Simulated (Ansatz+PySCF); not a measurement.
Results of a calculation; reference values are marked as such.
Input for Ansatz (development build ahead of 0.2.0):

```yaml
crystal:
  periodic: [false, false, false]
  atoms:
    - { symbol: Li, position_ang: [0.0, 0.0, 0.0] }
    - { symbol: C, position_ang: [0.78406, 1.04541, 2.26337] }
basis:
  gaussian: { orbitals: STO-3G }
magnetization:
  initial_magnetization: 1
hamiltonian:
  xc: hf
correlation:
  method: fci
  frozen_orbitals: { C: 1, Li: 0 }
```

The input is written out in the form of the current development build from the run's settings.

Results

```
Converged    : yes
Total energy : -44.56315 hartree
State        : lowest doublet root, of any spatial symmetry
```
